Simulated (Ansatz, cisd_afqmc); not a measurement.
Species: H2S, charge 0, singlet. H2S (sulfane, SMILES S).
B3LYP-D3(BJ)/def2-TZVP minimum from Ansatz (a program for electronic structure):
```xyz
3

S      0.0018     0.0003     0.1031
H     -0.0075     0.9678    -0.8277
H     -0.0219    -0.9726    -0.8218
```
Charge 0, spin multiplicity 1.

Total energies in cc-pV(D+d)Z, 8 correlated electrons, 5 frozen orbitals. Radicals and triplets start from unrestricted determinants; spin-orbit coupling is neglected. Cores are frozen in correlated methods. No relativity. AFQMC/CISD: phaseless, guided by CISD from CCSD amplitudes; bars are statistical, one sigma. Outlying blocks are dropped, and bars are widened where a walk drifts. Over all cases where full CI ran beside it in this data, AFQMC minus full CI had a median of +0.1 mEh and passed +0.4 mEh in a tenth of the cases.

```
method         program         energy (Eh)  minus CCSDTQ (mEh)
----------  ----------  ------------------  ------------------
HF              Ansatz          -398.69871              173.97
MP2             Ansatz          -398.84464               28.04
CCSD            Ansatz          -398.86830                4.38
CCSD(T)         Ansatz          -398.87194                0.73
CCSDT(Q)        Ansatz          -398.87265                0.02
CCSDTQ          Ansatz          -398.87268                0.00
AFQMC/CISD  cisd_afqmc  -398.8729 ± 0.0002          -0.2 ± 0.2
```

Rough core times of Ansatz's runs on a shared machine: CCSD(T) under 20 s, CCSDT(Q) under 20 s, CCSDTQ 30 s.
